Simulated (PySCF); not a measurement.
dimethyl sulfide (C2H6S), SMILES CSC.

Geometry optimised at PBE-D3(BJ)/def2-TZVP.

Level of theory: PBE-D3(BJ)/def2-TZVP (PySCF).

Frequencies are harmonic and unscaled.

| mode | ν (cm⁻¹) | IR (km/mol) | moving atoms (share of kinetic energy) |
|---|---|---|---|
| 1 | 183 | 1.2 | H 91 % |
| 2 | 186 | 0.0 | H 97 % |
| 3 | 257 | 0.1 | C 46 %, H 36 %, S 18 % |
| 4 | 683 | 2.7 | C 62 %, S 24 %, H 14 % |
| 5 | 732 | 0.1 | C 55 %, S 36 %, H 9 % |
| 6 | 878 | 0.3 | H 84 %, C 16 % |
| 7 | 917 | 0.0 | H 86 %, C 14 % |
| 8 | 955 | 6.5 | H 81 %, C 15 % |
| 9 | 1016 | 11.6 | H 70 %, C 24 % |
| 10 | 1287 | 3.6 | H 86 %, C 14 % |
| 11 | 1311 | 0.5 | H 86 %, C 14 % |
| 12 | 1408 | 0.0 | H 96 % |
| 13 | 1417 | 15.8 | H 96 % |
| 14 | 1425 | 19.2 | H 95 % |
| 15 | 1433 | 0.3 | H 96 % |
| 16 | 2960 | 35.5 | H 98 % |
| 17 | 2964 | 29.7 | H 98 % |
| 18 | 3031 | 33.1 | H 90 %, C 10 % |
| 19 | 3040 | 0.0 | H 90 %, C 10 % |
| 20 | 3067 | 10.7 | H 91 %, C 9 % |
| 21 | 3068 | 2.4 | H 91 %, C 9 % |
